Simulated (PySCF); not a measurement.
A PySCF script (with the pyscf-properties extension) for the NMR shieldings of tetrafluoromethane, CF4, on a GFN2-xTB geometry:

```python
import basis_set_exchange as bse
import numpy as np
from pyscf import gto, dft
from pyscf.prop import nmr

atoms = """
F     0.382319    1.113992   -0.588372
C     0.001733    0.000564   -0.003441
F    -0.515053   -0.810303   -0.899016
F     1.039482   -0.574853    0.560958
F    -0.899859    0.273452    0.912686
"""
names = dict.fromkeys(["F", "C"], "pcSseg-1")
basis = {el: gto.basis.parse(bse.get_basis(n, elements=[el], fmt="nwchem")) for el, n in names.items()}
mol = gto.M(atom=atoms, basis=basis, charge=0, verbose=0)
mf = dft.RKS(mol, xc="PBE0")
mf.grids.level = 2
mf.grids.alignment = dft.numint.BLKSIZE   # the property module wants whole blocks of grid points
mf.conv_tol = 1e-9
mf.kernel()

calc = nmr.RKS(mf)   # GIAO
C = mf.mo_coeff
Co = C[:, mf.mo_occ > 0]
resp = mf.gen_response(singlet=True, hermi=2)
def vind(x):   # induced exchange potential for any number of trial vectors
    d = np.einsum("pi,xij,qj->xpq", C, 2 * x.reshape(-1, C.shape[1], Co.shape[1]), Co, optimize=True)
    return np.einsum("xpq,pi,qj->xij", resp(d - d.transpose(0, 2, 1)), C, Co, optimize=True).ravel()
mo1, _ = nmr.rhf.solve_mo1(calc, with_cphf=vind)
sigma = calc.kernel(mo1)
for i, s in enumerate(sigma):   # ppm
    print("%2d %-2s %9.2f" % (i, mol.atom_pure_symbol(i), np.trace(s) / 3))
```

**Question.** What does it print?

**Answer.** 
```
 0 F     250.82
 1 C      57.60
 2 F     250.83
 3 F     250.84
 4 F     250.83
```

These numbers come from an equivalent density-fitted implementation of the same equations, which agrees with the script to about 0.01 ppm for H and up to a few tenths of a ppm for heavy atoms, so last digits may differ.

**Question.** Turn these shieldings into chemical shifts. Scale: CFCl3 for ¹⁹F (σref 170.95); ¹³C (σref 186.93) vs TMS (reference shieldings calculated alike).

**Answer.** Averaging equivalent atoms: F 0/2/3/4: -79.9; C 1: 129.3 ppm. Unscaled 19F shifts against computed CFCl3 carry errors that often reach 10 to 50 ppm.

Size and cost of the density-fitted run: 85 basis functions, 6.9 s wall time on 1 thread of an x86-64 server CPU, shared host.
